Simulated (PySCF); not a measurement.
# One shape, several levels: [BCl2]+ (SMILES Cl[B+]Cl)

We compute a comparison of 6 runs (CCSDT(Q)/STO-6G, NEVPT2(2,2)/STO-6G, QCISD(T)/STO-6G, CISD/STO-6G, CCSD(T)/STO-6G, UCCSD(T)/STO-6G) of [BCl2]+. 

The calculation is run with PySCF 2.14.0.

9 further runs of the same task are left out: 2 that didn't finish, 7 set aside as unsound or not needed.

### 1 The structure to begin with

The species is [BCl2]+ (3 atoms), meant as a singlet with charge +1. As SMILES, `Cl[B+]Cl`. The Cl1–B2 distance was set to 3.458 Å, away from the relaxed value. At this shape a bond of the SMILES string is far longer than usual.

Bond lengths: B2–Cl3 1.572 Å.

### 2 The energy at CCSDT(Q)/STO-6G (run 1)

The input, calc.py:

```python
from pyscf import gto, scf, cc

mol = gto.Mole()
mol.atom = [
    ('Cl', (-2.725363, 1.684648, -1.301539)),
    ('B', (0.000740, 0.001360, 0.000550)),
    ('Cl', (1.237640, -0.767840, 0.590740)),
]
mol.basis = 'sto-6g'
mol.spin = 0
mol.max_memory = 1860
mol.charge = 1
mol.verbose = 3
mol.build()

hf = scf.RHF(mol)
hf.conv_tol = 1e-10
hf.kernel()
if not hf.converged:
    hf = hf.newton().run(hf.mo_coeff, hf.mo_occ)

mycc = cc.CCSDT(hf, frozen=11)
mycc.kernel()
e_bracket, e_q = mycc.ccsdt_q()
e_final = mycc.e_tot + e_q
print('Final energy', e_final)
```

The run is started by

```bash
$ OMP_NUM_THREADS=1 python calc.py
```

Standard output:

```text
converged SCF energy = -940.028661516403
_make_eris_incore_RCCSDT

WARN: A large `blksize` is being used, which may cause large memory consumption
      for storing contraction intermediates. If memory is sufficient, consider using
      `pyscf.cc.rccsdt_highm.RCCSDT` instead.

RCCSDT converged
E(RCCSDT) = -940.2353602062803   E_corr = -0.206698689876945
E_corr(same-spin) = -0.0124725459388857
E_corr(oppo-spin) = -0.194226143938059
_make_eris_incore_RCCSDT
Final energy -940.238830472802
```

Wall time 2 s (1 thread of Arm Neoverse V2, shared host); peak memory 0.1 GiB.

### 3 The energy at NEVPT2(2,2)/STO-6G (run 2)

The input, run.py:

```python
import numpy
from pyscf import gto, scf, mp, mcscf, mrpt

mol = gto.M(
    atom=[
    ('Cl', (-2.725363, 1.684648, -1.301539)),
    ('B', (0.000740, 0.001360, 0.000550)),
    ('Cl', (1.237640, -0.767840, 0.590740)),
],
    max_memory=1860,
    charge=1,
    basis='sto-6g',
    verbose=4,
)

myscf = scf.RHF(mol)
myscf.conv_tol = 1e-10
myscf.kernel()
if not myscf.converged:
    myscf = myscf.newton().run(myscf.mo_coeff, myscf.mo_occ)

pt = mp.MP2(scf.addons.convert_to_uhf(myscf)).run()
noons, natorbs = mcscf.addons.make_natural_orbitals(pt)
print('natural occupations', numpy.round(noons[:40], 4))
cas = mcscf.CASSCF(myscf, 2, 2)
cas.fix_spin_(ss=0.0)
cas.natorb = True
cas.kernel(natorbs)
e_pt2 = mrpt.NEVPT(cas).kernel()
e_tot = cas.e_tot + e_pt2
print(f'total energy: {e_tot:.8f} hartree')
```

The run is started by

```bash
$ OMP_NUM_THREADS=1 python run.py
```

Standard output:

```text
PySCF version 2.14.0

[INPUT] num. atoms = 3
[INPUT] num. electrons = 38
[INPUT] charge = 1
[INPUT] spin (= nelec alpha-beta = 2S) = 0
[INPUT] symmetry False subgroup None
[INPUT] Mole.unit = angstrom
[INPUT] Symbol           X                Y                Z      unit          X                Y                Z       unit  Magmom
[INPUT]  1 Cl    -2.725363000000   1.684648000000  -1.301539000000 AA   -5.150189660023   3.183523336296  -2.459552250440 Bohr   0.0
[INPUT]  2 B      0.000740000000   0.001360000000   0.000550000000 AA    0.001398397332   0.002570027529   0.001039349369 Bohr   0.0
[INPUT]  3 Cl     1.237640000000  -0.767840000000   0.590740000000 AA    2.338800640807  -1.451007307486   1.116336810826 Bohr   0.0

nuclear repulsion = 72.0307287388923
number of shells = 13
number of NR pGTOs = 138
number of NR cGTOs = 23
basis = sto-6g
ecp = {}

[... 59 lines left out ...]
converged SCF energy = -940.028661516403
[... 33 lines left out ...]
sorting_mo_energy = False
[... 18 lines left out ...]
1-step CASSCF converged in   2 macro ( 15 JK   5 micro) steps
[... 2 lines left out ...]
Natural orbital (expansion on meta-Lowdin AOs) in CAS space
[... 8 lines left out ...]
CASSCF energy = -940.175368579914
[... 2 lines left out ...]
******** <class 'pyscf.mrpt.nevpt2.NEVPT'> ********
NEVPT2 (1e+1e, 2o), ncore = 18, nvir = 3
root = 0
Natural occ [1.20865815 0.79134185]
Natural orbital (expansion on meta-Lowdin AOs) in CAS space
               #1        #2
0 Cl 1s          0.00002   0.00000
0 Cl 2s          0.00026   0.00085
0 Cl 3s          0.04003   0.01012
[... 19 lines of this table left out ...]
2 Cl 3pz        -0.04338   0.04366
<CAS-nat-orb|mo-hf>  19     19      -0.98296012
<CAS-nat-orb|mo-hf>  20     20      -0.98378581
Sr    (-1)',   E = 0.00000000000017
Si    (+1)',   E = -0.00000000005980
Sijrs (0)  ,   E = -0.03714118661408
Sijr  (+1) ,   E = -0.00221642332698
Srsi  (-1) ,   E = -0.00306530299891
Srs   (-2) ,   E = -0.00006480326368
Sij   (+2) ,   E = -0.00010152250257
Sir   (0)' ,   E = -0.00220618419494
Nevpt2 Energy = -0.044795422960790
total energy: -940.22016400 hartree
```

Wall time 0.94 s (1 thread of Arm Neoverse V2, shared host); peak memory 0.12 GiB.

Run 3 isn't shown in full; the table further down has it.

### 4 The energy at CISD/STO-6G (run 4)

The input, start.xyz:

```xyz
3

Cl    -2.725363     1.684648    -1.301539
B      0.000740     0.001360     0.000550
Cl     1.237640    -0.767840     0.590740
```

The input, job.py:

```python
from pyscf import gto, scf, ci

mol = gto.M(
    atom='start.xyz',
    verbose=3,
    max_memory=1860,
    basis='sto-6g',
    charge=1,
)

myscf = scf.RHF(mol)
myscf.conv_tol = 1e-10
myscf.kernel()
if not myscf.converged:
    myscf = myscf.newton().run(myscf.mo_coeff, myscf.mo_occ)

cisd = ci.CISD(myscf, frozen=11)
cisd.kernel()
etot = cisd.e_tot
print('E = %.10f Eh' % etot)
```

The run is started by

```bash
$ OMP_NUM_THREADS=1 python job.py
```

Standard output:

```text
converged SCF energy = -940.028661516403
E(RCISD) = -940.2049066120919  E_corr = -0.1762450956884437
E = -940.2049066121 Eh
```

Run time: 0.76 s. Hardware: 1 thread of Arm Neoverse V2, shared host; peak memory 0.1 GiB.

Run 5 isn't shown in full; the table further down has it.

### 5 The energy at UCCSD(T)/STO-6G (run 6)

The input, input.xyz:

```xyz
3
BCl2
Cl    -2.725363     1.684648    -1.301539
B      0.000740     0.001360     0.000550
Cl     1.237640    -0.767840     0.590740
```

The input, job.py:

```python
from pyscf import gto, cc

system = gto.M(
    atom='input.xyz',
    charge=1,
    spin=0,
    basis='sto-6g',
    verbose=4,
    max_memory=1860,
)

mf = system.UHF()
mf.conv_tol = 1e-10
mf.kernel()
if not mf.converged:
    mf = mf.newton().run(mf.mo_coeff, mf.mo_occ)
for _ in range(3):
    mo, _, stable, _ = mf.stability(return_status=True)
    if stable:
        break
    mf.kernel(mf.make_rdm1(mo, mf.mo_occ))

mycc = cc.CCSD(mf, frozen=11)
mycc.kernel()
e_t = mycc.ccsd_t()
etot = mycc.e_tot + e_t
print('E(%s) = %.9f' % ('CCSD(T)', etot))
```

The run is started by

```bash
$ OMP_NUM_THREADS=1 python job.py
```

Standard output:

```text
PySCF version 2.14.0

[INPUT] num. atoms = 3
[INPUT] num. electrons = 38
[INPUT] charge = 1
[INPUT] spin (= nelec alpha-beta = 2S) = 0
[INPUT] symmetry False subgroup None
[INPUT] Mole.unit = angstrom
[INPUT] Symbol           X                Y                Z      unit          X                Y                Z       unit  Magmom
[INPUT]  1 Cl    -2.725363000000   1.684648000000  -1.301539000000 AA   -5.150189660023   3.183523336296  -2.459552250440 Bohr   0.0
[INPUT]  2 B      0.000740000000   0.001360000000   0.000550000000 AA    0.001398397332   0.002570027529   0.001039349369 Bohr   0.0
[INPUT]  3 Cl     1.237640000000  -0.767840000000   0.590740000000 AA    2.338800640807  -1.451007307486   1.116336810826 Bohr   0.0

nuclear repulsion = 72.0307287388923
number of shells = 13
number of NR pGTOs = 138
number of NR cGTOs = 23
basis = sto-6g
ecp = {}

[... 133 lines left out ...]
converged SCF energy = -940.028661516467  <S^2> = 3.4002063e-09  2S+1 = 1
[... 64 lines left out ...]
converged SCF energy = -940.175337785351  <S^2> = 1.0053932  2S+1 = 2.2408866
[... 84 lines left out ...]
converged SCF energy = -940.179474602326  <S^2> = 1.0157442  2S+1 = 2.250106
[... 14 lines left out ...]
Init t2, MP2 energy = -0.0433543532008185
[... 32 lines left out ...]
UCCSD converged
[... 2 lines left out ...]
E(CCSD(T)) = -940.236672783
```

Wall time 1.2 s (1 thread of Arm Neoverse V2, shared host); peak memory 0.12 GiB.

### 6 All runs side by side

| run | level | frozen core orbitals | active selection | energy (Eh) | HOMO energy (eV) | LUMO energy (eV) | HOMO–LUMO gap (eV) | wall time |
| --- | --- | --- | --- | --- | --- | --- | --- | --- |
| 1 | CCSDT(Q)/STO-6G | 11 | – | -940.238830 | -15.39 | -9.51 | 5.89 | 2 s |
| 2 | NEVPT2(2,2)/STO-6G | – | mp2 natural orbitals | -940.220164 | -15.39 | -9.51 | 5.89 | 0.94 s |
| 3 | QCISD(T)/STO-6G | 11 | – | -940.238501 | -15.39 | -9.51 | 5.89 | 0.93 s |
| 4 | CISD/STO-6G | 11 | – | -940.204907 | -15.39 | -9.51 | 5.89 | 0.76 s |
| 5 | CCSD(T)/STO-6G | 11 | – | -940.243541 | -15.39 | -9.51 | 5.89 | 0.94 s |
| 6 | UCCSD(T)/STO-6G | 11 | – | -940.236673 | -15.24 | -5.61 | 9.64 | 1.2 s |

### 7 Outcome

| quantity | value |
| --- | --- |
| run 6: total energy | -940.23667 Eh |
| run 6: HOMO energy (Hartree–Fock orbitals) | -15.24 eV |
| run 6: LUMO energy (Hartree–Fock orbitals) | -5.61 eV |
| run 6: HOMO–LUMO gap (Hartree–Fock orbitals) | 9.64 eV |
| run 6: correlation energy (11 core orbitals frozen) | -57.2 mEh |
| run 6: (T) correction | -4.61 mEh |
| run 6: ⟨S²⟩ of the reference determinant | 1.016 |
| run 6: T1 diagnostic | 0.020 |

**Reading.** In runs 3, 5 the T1 diagnostic is large, so a single reference may not serve. In runs 1, 2, 3, 4, 5, 6 the basis is minimal, so the values are rough. Spin contamination of the reference: run 6 ⟨S²⟩ = 1.02. Where it is this large, the reference is a mixture of spin states, and values that rest on it are in doubt. All runs together took 6.8 s, the longest 2 s.
